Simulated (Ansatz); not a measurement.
Cartesian coordinates in Å:
```
N 0.294 -0.450 0.214
S -0.445 0.827 -0.636
H 0.078 -1.341 -0.209
H 1.294 -0.321 0.265
H -1.220 1.284 0.366
```

Total charge 0; spin multiplicity 1.

Task: List the ωB97M-V/def2-TZVPP orbital energies in eV (Ansatz). (An estimate is asked.)

Result: Computed: Occupied: -2427.24, -395.03, -221.11, -164.27, -164.16, -164.00, -27.88, -21.92, -16.64, -14.85, -13.57, -9.84, -9.25. Lowest empty: 1.89, 3.03, 3.81, 4.15, 7.97, 9.13, 9.75, 9.84.
